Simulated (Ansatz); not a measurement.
A made-up structure of AlSi$_{2}$H$_{7}$, closed shell:

```
10
angstrom
Al -1.9443 0.6574 -0.8476
Si 0.4672 0.7577 -0.4458
Si 1.1087 -1.0189 0.9404
H -2.5183 -0.1869 -2.0640
H -2.9518 1.3851 0.1412
H -0.9853 -0.5083 -0.6690
H 1.2545 0.6459 -1.7089
H 2.5698 -1.0072 1.2210
H 0.3783 -0.9409 2.2355
H 0.7618 -2.3154 0.2957
```

It is relaxed with PBE-D4/def2-SVP and then PBE0-D4/def2-TZVP (Ansatz 0.2.0). Atoms count as bonded within 1.22 times the sum of their covalent radii (H–H: 0.88 Å). The end point is not checked to be a true minimum.

Q: Does its bonding change? (A judgement: the text doesn't fix the answer.)

A: Computed: Yes. Formed: Si2–H6; broken: Al1–H6.

Where it ends: The first stage lowers the energy by 1.70 eV in 33 steps. It ends as AlSi₂H₇ ([AlH2][SiH2][SiH3]):
```xyz
10
angstrom
Al -1.8798 1.0335 -0.7203
Si -0.2127 -0.7413 -0.9608
Si 1.0880 -0.8592 0.9844
H -1.5770 2.5035 -1.2391
H -3.2535 0.7347 0.0185
H -0.8448 -2.0796 -1.1533
H 0.7105 -0.5050 -2.1089
H 1.7731 0.4424 1.2160
H 0.2164 -1.1336 2.1597
H 2.1205 -1.9270 0.9024
```

Labels in which every atom is bracketed show which atoms are joined, not bond orders.

For scale, one of the runs: PBE0-D4/def2-TZVP relaxation, 153 basis functions, launched by `ansatz run in.yaml --threads 2 --pin off --events-out ev --progress --plain --max-ram 4352MiB`. Hardware: 2 CPU threads of an Arm Neoverse V2, shared host. Wall time about 13 s.
